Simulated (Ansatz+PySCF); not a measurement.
Results of a calculation; reference values are marked as such.
Input for Ansatz (development build ahead of 0.2.0):

```yaml
crystal:
  periodic: [false, false, false]
  atoms:
    - { symbol: B, position_ang: [0.0, 0.0, 0.0] }
    - { symbol: "N", position_ang: [0.0, 0.0, 2.6] }
basis:
  gaussian: { orbitals: "6-31G" }
hamiltonian:
  xc: hf
correlation:
  method: fci
  frozen_orbitals: { B: 1, "N": 1 }
```

The input is written out in the form of the current development build from the run's settings.

Output:

- Converged: yes
- Total energy: -78.91553 hartree
- State: lowest singlet root, of any spatial symmetry

Caution: another spin multiplicity may lie lower.
